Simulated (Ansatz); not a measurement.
A structure relaxed at PBE0-D4/def2-TZVPD in Ansatz, charge -1, singlet:

Cartesian coordinates in Å:
```
B 0.147 -0.066 0.077
Cl -1.467 0.653 -0.766
H 0.512 0.756 0.904
H 0.974 -0.217 -0.809
H -0.165 -1.126 0.595
```

(1) Give its formula, name or SMILES and point group.

(2) Summarise the bond lengths by kind (pairs closer than 1.2 times the sum of covalent radii, bridged metal pairs left out).

Answers

(1) [BClH3]- (BH₃Cl⁻). Point group C3v (tolerance 0.1 Å).

(2) 1 × B–Cl 1.96 Å; 3 × B–H 1.22 Å.
